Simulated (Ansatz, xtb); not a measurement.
# CH7NSi+: which of two isomers lies lower

Structure I: the doublet with the links of `[CH2][SiH2][NH3+]`. Structure II: the doublet with the links of `C[SiH][NH3+]`. Both are isolated ions in the gas phase, relaxed with PBE0-D3(BJ)/def2-SVP; each stands in its lowest conformer found.

I (Å):

```xyz
10

C    -0.7083   -0.1619    0.4323
N    -0.9200    1.7646   -1.8601
Si    0.2178    1.1597   -0.4216
H    -0.5963   -1.2190    0.1662
H    -1.3566    0.0409    1.2921
H     1.4023    0.7261   -1.1959
H     0.3805    2.4262    0.3270
H    -1.8172    2.1313   -1.5183
H    -0.4820    2.5177   -2.4067
H    -1.1437    1.0110   -2.5222
```

II (Å):

```xyz
10

C     0.1522    0.0004    0.1392
N    -1.3772    1.7269   -1.8023
Si   -0.5112    1.7183   -0.0690
H     0.8620   -0.2538   -0.6666
H     0.7017   -0.0428    1.0940
H    -0.6438   -0.7583    0.1817
H     0.4745    2.8148   -0.2746
H    -1.7810    2.6467   -2.0214
H    -0.7300    1.5019   -2.5703
H    -2.1473    1.0487   -1.8594
```

Energies in hartree; the thermal terms are from PBE0-D3(BJ)/def2-SVP harmonic frequencies (ideal gas, rigid rotor, one conformer each, 298.15 K, 1 atm) and include the zero-point energy:

|  | I | II |
| --- | --- | --- |
| E, CCSD(T)/def2-SVP | −385.373974 | −385.389397 |
| E, MP2/def2-SVP | −385.314344 | −385.333370 |
| E, MP2/def2-TZVPP | −385.623211 | −385.640755 |
| zero-point energy | 0.080680 | 0.084301 |
| H(298 K) − E | 0.087472 | 0.090954 |
| G(298 K) − E | 0.052081 | 0.055719 |

Question: Correct the CCSD(T) difference for the basis set by the MP2 change, then work out ΔE, ΔE₀, ΔH and ΔG for I → II in kcal/mol (1 Eh = 627.51 kcal/mol) and the equilibrium ratio [II]/[I].

Answer: 1. Differences II − I: CCSD(T) −0.015423, MP2 in the small set −0.019026, MP2 in the large set −0.017544 Eh.
2. ΔE = −0.015423 + (−0.017544 − (−0.019026)) = −0.013941 Eh = −8.75 kcal/mol.
3. ΔE₀ = ΔE + ΔZPE = −0.013941 + (+0.003621) Eh = −6.48 kcal/mol.
4. ΔH = ΔE + (+0.003482) Eh = −6.56 kcal/mol.
5. ΔG = ΔE + (+0.003638) Eh = −6.47 kcal/mol, so ΔS = (ΔH − ΔG)/T = −1.4 J/(mol K).
6. kT = 0.9442 mEh, so K = [II]/[I] = exp(−ΔG/kT) = exp(+10.91) ≈ 5.5 × 10^4.

Structure II is favoured at this temperature. An error of 1 kcal/mol in ΔG would change K by a factor of 5.4. Mirror images and further conformers aren't counted.

As drawn, II has 1 C–H in place of 1 Si–H.

Other levels gave ΔE = −13.7 (GFN2-xTB); −6.8 (HF/STO-3G, GFN2-xTB geometries); −9.4 (r2SCAN-D4/def2-SVP, GFN2-xTB geometries); −11.8 (PBE0-D3(BJ)/def2-SVP); −3.0 (HF/def2-SVP); −11.9 (MP2/def2-SVP); −9.7 (CCSD(T)/def2-SVP) kcal/mol. Open shells are spin-unrestricted. The correlated steps freeze 7 core orbitals. Programs: Ansatz 0.2.0, xtb 6.7.1.
